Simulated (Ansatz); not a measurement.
Species: CHN, charge 0, singlet. CHN (formonitrile, SMILES C#N).
B3LYP-D3(BJ)/def2-TZVP minimum from Ansatz (a first-principles code):
```xyz
3

C      0.0000     0.0000    -0.4969
N      0.0000     0.0000     0.6493
H      0.0000     0.0000    -1.5636
```
Charge 0, spin multiplicity 1.

Hartree-Fock and CCSD(T) correlation energies in hartree (Ansatz). Radicals and triplets start from unrestricted determinants; spin-orbit coupling is neglected. Correlated methods leave the cores frozen. No relativity.

```csv
basis,X,E(HF),"E(corr, CCSD(T))"
cc-pVTZ,3,-92.90894,-0.36586
cc-pVQZ,4,-92.91529,-0.38578
cc-pV5Z,5,-92.91660,withheld
```

### Question
Fit E(corr) = E∞ + A/X³ to X = 3 and 4, predict X = 5, and compare with the run.

### Answer
A = (-0.36586 - (-0.38578))/(1/27 - 1/64) = 0.9303; E∞ = -0.38578 - A/64 = -0.40032; at X = 5, E∞ + A/125 = -0.39287. The run gave -0.39253, 0.34 mEh above the prediction. The same form on X = 4 and 5 gives E∞ = -0.39961, 0.70 mEh above the first estimate.
